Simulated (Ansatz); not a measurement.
# AlBFH₃: taking an electron away

An exercise on one series of results from a longer session: the logs are not shown, and one member is left open.

Program: Ansatz 0.2.0, Gaussian basis. Level of theory: unrestricted cation, the program's frozen cores in correlated methods. These are calculated values, not measurements.

The runs, in order: UKS PBE-D4/def2-TZVPP; UKS r2SCAN-D4/def2-TZVPP; UKS PBE0-D4/def2-TZVPP; UKS B3LYP-D4/def2-TZVPP; UKS wB97X-V/def2-TZVPP; UKS wB97M-V/def2-TZVPP; UKS B2PLYP/def2-TZVPP; UHF-CCSD(T)/def2-TZVPP; UHF-MP2/def2-QZVPP; extrapolation to the limit; then −ε(HOMO) from the neutral's earlier runs with LDA (SPW92), PBE-D4, revPBE-D4, BLYP-D4, r2SCAN-D4, B97M-V, PBE0-D4, B3LYP-D4, r2SCANh-D4, r2SCAN0-D4, HSE06-D4, BHLYP-D4, CAM-B3LYP-D4, LC-ωPBE, ωB97X-V, ωB97M-V.

1 further run of the same task is left out (it didn't finish).

## Structure used throughout

The geometry comes from an earlier relaxation with PBE0-D4 in a triple-zeta def2 set; it is a stationary point.

SMILES `F[BH][AlH2]`, 6 atoms, charge 0, spin multiplicity 1.

Atoms are counted from 1 here; the program's logs count them from 0.

Bond lengths: F1–B2 1.329 Å, B2–Al3 2.161 Å, B2–H4 1.210 Å, Al3–H5 1.592 Å, Al3–H6 1.592 Å. Angles: F1–B2–Al3 120.8°, F1–B2–H4 114.2°, Al3–B2–H4 125.0°, B2–Al3–H5 120.9°, B2–Al3–H6 120.9°, H5–Al3–H6 118.1°.

Set-up of the first run:

in.yaml

```yaml
crystal:
  periodic: [false, false, false]
  atoms:
    - {symbol: F, position_ang: [-0.478469, -2.079129, -0.109508]}
    - {symbol: B, position_ang: [-0.701468, -0.798004, -0.384108]}
    - {symbol: Al, position_ang: [0.643845, 0.736041, 0.326913]}
    - {symbol: H, position_ang: [-1.694497, -0.598876, -1.045531]}
    - {symbol: H, position_ang: [1.874388, 1.220452, -0.559820]}
    - {symbol: H, position_ang: [0.398301, 1.455515, 1.725856]}
basis:
  gaussian: {orbitals: def2-TZVPP}
total_charge: 1
magnetization: {spin_polarized: true, initial_magnetization: 1}
hamiltonian: {xc: pbe, dispersion: d4}
```

Started as:

```sh
$ ansatz run in.yaml --threads 2 --pin off --events-out ev --progress --plain --max-ram 4352MiB
```

Among the steps run: Cation, UKS PBE-D4/def2-TZVPP; Cation, UKS r2SCAN-D4/def2-TZVPP; Cation, UKS PBE0-D4/def2-TZVPP; Cation, UKS B3LYP-D4/def2-TZVPP; Cation, UKS wB97X-V/def2-TZVPP; Cation, UKS wB97M-V/def2-TZVPP; Cation, UKS B2PLYP (frozen core)/def2-TZVPP; Cation, UHF-CCSD(T)/def2-TZVPP; Cation, UHF-MP2/def2-QZVPP.

One table of the session follows, with a row left open; its other results are not shown here.

It belongs to the step «Ionisation energies side by side». For comparison, −ε(HOMO) of the neutral from earlier runs:

| functional | −ε(HOMO) (eV) |
| --- | --- |
| LDA (SPW92) | 6.15 |
| PBE-D4 | 6.07 |
| revPBE-D4 | ? |
| BLYP-D4 | 5.98 |
| r2SCAN-D4 | 6.31 |
| B97M-V | 6.38 |
| PBE0-D4 | 7.31 |
| B3LYP-D4 | 7.14 |
| r2SCANh-D4 | 6.77 |
| r2SCAN0-D4 | 7.47 |
| HSE06-D4 | 6.91 |
| BHLYP-D4 | 8.49 |
| CAM-B3LYP-D4 | 8.68 |
| LC-ωPBE | 9.99 |
| ωB97X-V | 9.65 |
| ωB97M-V | 9.45 |

Q: Estimate the row for revPBE-D4 from the others.

As computed: −ε(HOMO) (eV): 6.03. In the column «−ε(HOMO) (eV)» it lies between BLYP-D4 (5.98) and PBE-D4 (6.07).
